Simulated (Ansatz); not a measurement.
Results of rVV10 in Ansatz (PAW) for chalcopyrite ZnGeP2.

Numerical settings: plane-wave cutoff 520 eV, 10×10×10 k mesh, Fermi–Dirac smearing 0.01 eV, scalar-relativistic PAW data made under PBE.

Properties against volume (c/a stays at 1.974):

Shape and atoms are relaxed at each volume.

| V (Å³/atom) | P (GPa) | direct gap at Γ (eV) |
|---|---|---|
| 19.931 | 3.27 | 1.236 |
| 20.346 | 1.55 | 1.090 |
| 20.761 | 0.01 | 0.949 |
| 21.177 | -1.37 | 0.813 |
| 21.592 | -2.60 | 0.683 |

A straight line through the gaps at Γ against ln V gives a volume deformation potential dE_g(Γ)/d ln V of -6.9 eV: the gap at Γ widens under compression.

Measured, for comparison: band gap 2.05 eV (temperature not stated, no zero-point or thermal correction, pseudodirect, our sources range from 1.80 to 2.20; as tabulated in Rashkeev et al. (1999), arXiv:cond-mat/9809378).

Note: the bulk modulus comes from volumes at which shape and atoms were relaxed.

Spin–orbit coupling is not included.

Ansatz is a first-principles code.
